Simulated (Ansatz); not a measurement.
(1) Predict a relaxed structure of BH2(NH2) (BNH4), charge 0, singlet, at PBE-D4/def2-TZVP (Ansatz).

Results:

(1) 
```xyz
6

B    -0.232    0.513    0.397
H    -0.937    0.249    1.335
H     0.083    1.643    0.127
N     0.237   -0.524   -0.405
H     0.835   -0.380   -1.213
H     0.014   -1.501   -0.241
```
Point group C2v (tolerance 0.1 Å). This is one stationary point.
